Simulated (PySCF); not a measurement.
Species: C5H8N (doublet state).
Geometry (PBE0-D3(BJ)/def2-SVP, Å), atoms numbered from 1 in this order:
```xyz
14
C5H8N angstrom
C     -1.099   -1.102    0.499
C     -0.097    0.035    0.345
C     -0.651    1.167   -0.531
C      1.206   -0.469   -0.201
C      2.387    0.258   -0.095
N      3.374    0.880    0.010
H     -2.039   -0.738    0.938
H     -0.708   -1.899    1.149
H     -1.338   -1.549   -0.479
H      0.108    0.465    1.343
H     -0.887    0.799   -1.542
H     -1.574    1.573   -0.091
H      0.074    1.989   -0.628
H      1.242   -1.409   -0.761
```

The hyperfine couplings belong to this conformer and change with its torsions.

As a line formula: `C(C)(C)[CH]C#N` [radical].

Method: UKS B3LYP, IGLO-III on C N, pcH-1 on H, non-relativistic, mean-field spin-orbit, GIAO (PySCF 2.14.0). The structure is a single PBE0-D3(BJ)/def2-SVP conformer in the gas phase; no vibrational or solvent corrections. Stability of the SCF solution: not tested.

(1) The isotropic 13C couplings, averaged over equivalent nuclei, are +73.3, -57.1, +29.3, -24.0 MHz. Assign them to C1/C3; C2; C4; C5.

(2) Match the computed a_iso(1H) values -58.2, +51.7, +1.5 MHz (means over equivalent nuclei) with the sites H7 (×6); H10; H14.

Answers

(1) 
```tsv
site	a_iso (MHz)	ρ(0) (bohr⁻³)	position	distance from C4 (Å)	spin population	largest |T| (MHz)
C1/C3	+29.3	+0.0260	2 bonds from C4	2.49	+0.02	5.3
C2	-24.0	-0.0213	1 bond from C4	1.50	-0.06	2.1
C4	+73.3	+0.0652	largest spin population	0.00	+0.88	132.2
C5	-57.1	-0.0508	1 bond from C4	1.39	-0.22	21.7
```

(2) 
```tsv
site	a_iso (MHz)	ρ(0) (bohr⁻³)	position	distance from C4 (Å)	bound to	spin population there	largest |T| (MHz)
H7 (×6)	+1.5	+0.0003	γ, 3 bonds from C4	2.99	C1/C3	+0.02	4.7
H10	+51.7	+0.0116	β, 2 bonds from C4	2.11	C2	-0.06	7.3
H14	-58.2	-0.0130	α, 1 bond from C4	1.09	C4	+0.88	32.1
```

ρ(0) is the spin density at the nucleus and T the dipolar tensor; entries for several nuclei are means. The Mulliken spin populations are largest on C4 (+0.88), N6 (+0.39), C5 (-0.22) and C2 (-0.06). The angles at C4 add up to 359.9°, so it is planar; its axial dipolar tensor and the negative coupling of its proton fit spin in a p orbital normal to that plane.

The spin density at the nucleus, in bohr⁻³, is negative for C5 (-0.0508), C2 (-0.0213) and H14 (-0.0130), for instance. A restricted open-shell determinant has no negative spin density anywhere; here it arises because α and β orbitals differ (spin polarisation).

Nuclei that the bonding pattern makes equivalent are averaged, as if the motion that swaps them (rotation, inversion, ring flip) were fast. The six 1H nuclei of mean +1.5 MHz run from -3.3 to 16.1 MHz in the frozen geometry. The 13C value of +29.3 MHz is a mean of couplings from 4.5 to 54.0 MHz in this one geometry, not an average over conformers.

On one thread, x86-64 server, no GPU, shared host, this took 67 s of wall time.
